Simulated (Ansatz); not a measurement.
A made-up structure of AlSiNH$_{7}$ (charge +1), closed shell:

```xyz
10
angstrom
N 1.1371 -1.1408 1.1579
Al 0.5362 0.2315 -0.7722
Si -1.3388 0.9634 -0.6871
H -2.0393 0.6694 0.5126
H -1.3488 2.3758 -0.8336
H -2.1351 0.4743 -1.7563
H 1.0631 0.7870 -2.1421
H 0.9630 -2.1103 0.8930
H 0.5299 -0.8614 1.9283
H 2.1208 -0.9744 1.3701
```

It is relaxed with PBE-D4/def2-SVP and then PBE0-D4/def2-TZVP (Ansatz 0.2.0). Atoms count as bonded within 1.22 times the sum of their covalent radii (H–H: 0.88 Å). The end point is not checked to be a true minimum.

**Question.** Does its bonding change? (A judgement: the text doesn't fix the answer.)

**Answer.** By the calculation: Yes. Formed: N1–Al2; broken: none.

Where it ends: The first stage lowers the energy by 2.72 eV in 17 steps. It ends as AlSiNH₇ ([NH3][AlH][SiH3]), total charge +1:
```xyz
10
angstrom
N 1.1120 -0.9768 0.8704
Al 0.5973 0.1136 -0.7428
Si -1.6409 1.0846 -0.6005
H -2.1920 0.7409 0.7351
H -1.4990 2.5507 -0.7667
H -2.4497 0.4815 -1.6873
H 1.8656 -0.0003 -1.6597
H 1.3209 -1.9441 0.6161
H 0.4051 -1.0116 1.6044
H 1.9686 -0.6240 1.3015
```

Labels in which every atom is bracketed show which atoms are joined, not bond orders.

For scale, one of the runs: PBE0-D4/def2-TZVP relaxation, 147 basis functions, launched by `ansatz run in.yaml --threads 2 --pin off --events-out ev --progress --plain --max-ram 4352MiB`. The run took about 40 s on 2 CPU threads of an Arm Neoverse V2 (shared host).
